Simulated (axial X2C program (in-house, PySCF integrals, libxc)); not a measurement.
Potential curves of O₂⁻, two-component

All values were computed with an axial X2C code built on PySCF integrals. Two-component (2c) means X2C with spin–orbit coupling and atomic mean-field two-electron Coulomb and Gaunt terms. Basis: O dyall-av3z [7s6p3d2f] (cores contracted in-house); Gaussian nuclei, density fitting, unrestricted open shells. Masses: O 15.995 u.

State: Ω = 3/2 (⟨Sz⟩ = 0.50, ⟨Lz⟩ = 1.00 at HF). Energies in cm⁻¹ from the fragments at the same level (O- + O). Fits are polynomials in 1 − R0/R over 0.85 to 1.23 times the lowest point R0.

| R (Å) | HF | CCSD | MP2 | B3LYP |
| --- | --- | --- | --- | --- |
| 1.1536 | -3118 |  | -25994 | -24888 |
| 1.2067 | -7012 | -26381 | -30871 | -29458 |
| 1.2464 | -8452 | -28517 | -33157 | -31545 |
| 1.2862 | -8920 | -29730 | -34555 | -32752 |
| 1.3260 | -8619 | -30211 | -35250 | -33254 |
| 1.3724 | -7518 | -30055 | -35377 | -33143 |
| 1.4188 | -5804 | -29315 | -34954 | -32455 |
| 1.4785 | -2959 | -27745 | -33838 | -30951 |
| 1.5514 | 1149 |  | -31920 | -28472 |
| 1.6575 | 7750 |  | -28617 | -24171 |

Correlated methods: 13 electrons correlated (number of frozen shells: O 1 s), 195 virtual spin orbitals or spinors in MP2.

One determinant describes the state; a PBE0 search over occupations chose it and may have missed a lower one. De is counted from the lowest determinant-based energies of the atoms at the same level, without counterpoise correction. Density functionals use the spin component along the axis (collinear). CCSD ran in a truncated set of natural virtual spinors with an MP2 remainder; without triples it tends to underbind. The 2c atoms are single determinants rather than J levels; their spin–orbit lowering is only partly caught, and De is too large by that part. This holds for B3LYP. Without a current term, density functionals place determinants with orbital angular momentum somewhat too high. The highest occupied level of some functionals is positive through self-interaction error; at Hartree–Fock it is bound. Hartree–Fock gets electron affinities wrong, so its lowest charge split need not be the true one. Coupled cluster ran on the points near the minimum only. MP2 and coupled cluster on one determinant become unreliable at the stretched end.

(1) Fit the HF curve near its minimum: give the equilibrium distance, the harmonic wavenumber and the well depth.

(2) Fit the CCSD curve near its minimum: give the equilibrium distance, the harmonic wavenumber and the well depth.

(3) What are Re, ωe and De at the MP2 level?

(4) What are Re, ωe and De at the B3LYP level?

Results:

(1) At HF, 2c: Re = 1.289 Å, ωe ≈ 1420 cm⁻¹, De = 1.11 eV to O- + O; Be follows as 1.27 cm⁻¹.

(2) At CCSD, 2c: Re = 1.338 Å, ωe ≈ 1190 cm⁻¹, De = 3.75 eV to O- + O; Be follows as 1.18 cm⁻¹.

(3) At MP2, 2c: Re = 1.358 Å, ωe ≈ 1090 cm⁻¹, De = 4.39 eV to O- + O; Be follows as 1.14 cm⁻¹.

(4) At B3LYP, 2c: Re = 1.341 Å, ωe ≈ 1160 cm⁻¹, De = 4.13 eV to O- + O; Be follows as 1.17 cm⁻¹.
